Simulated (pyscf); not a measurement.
Optimised with ωB97X-D3(BJ)/def2-SVP in PySCF.

Q: Estimate the classical barrier height and the reaction energy of NH₃ (SMILES N) + GaH₃ (SMILES [GaH3]) → H₂N–GaH₂ (SMILES [NH2][GaH2]) + H₂ (SMILES [H][H]) at ωB97M-D3(BJ)/def2-TZVP. The step runs on the singlet surface, breaks H–N, Ga–H and forms Ga–N, H–H; take the separated reactants as zero.

A: ΔE‡ = 15.6 kcal/mol, ΔE = -7.5 kcal/mol. Zero-point energy shifts the barrier by 0.0 kcal/mol. It is a four-centre exchange, with an imaginary mode of 1367i cm⁻¹. On the reactant side the descent ends in an adduct with a Ga–N contact, 24.9 kcal/mol under the separated species and 38.7 kcal/mol under the saddle at ωB97X-D3(BJ)/def2-TZVP. What is counted as formed (Ga–N) is already present as a longer contact in the reactant adduct; forming that adduct is a step of its own. At the saddle there is also a short Ga–H contact that neither side keeps. One saddle was located; it need not be the lowest between these sides. Elements up to Kr have no core potential and no relativistic terms here.
